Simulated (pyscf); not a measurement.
PySCF, gas phase, ωB97X-D3(BJ)/def2-SVP geometries.

Question: For acetonitrile (H₃C–C≡N) + hydrogen (H₂) -> H₂C=C=NH + hydrogen (H₂), a concerted two-bond exchange (singlet surface; C–H, H–H broken, H–N, H–H formed), PBE/def2-TZVP gives ΔE‡ = 209.4 kJ/mol and ΔE = +87.5 kJ/mol (zero: the separated reactants). In which direction and how far do r²SCAN/def2-TZVP, B3LYP-D3(BJ)/def2-TZVP, ωB97M-D3(BJ)/def2-TZVP move these?

Answer: r²SCAN: ΔE‡ = 222.3 kJ/mol, ΔE = +92.5 kJ/mol; B3LYP-D3(BJ): ΔE‡ = 244.0 kJ/mol, ΔE = +98.8 kJ/mol; ωB97M-D3(BJ): ΔE‡ = 256.5 kJ/mol, ΔE = +108.6 kJ/mol. PBE's barrier lies under all of them, by 12.9 to 47.1 kJ/mol. Its reaction energy lies under all of them, by 5.0 to 21.1 kJ/mol. One saddle was located; it need not be the lowest between these sides.
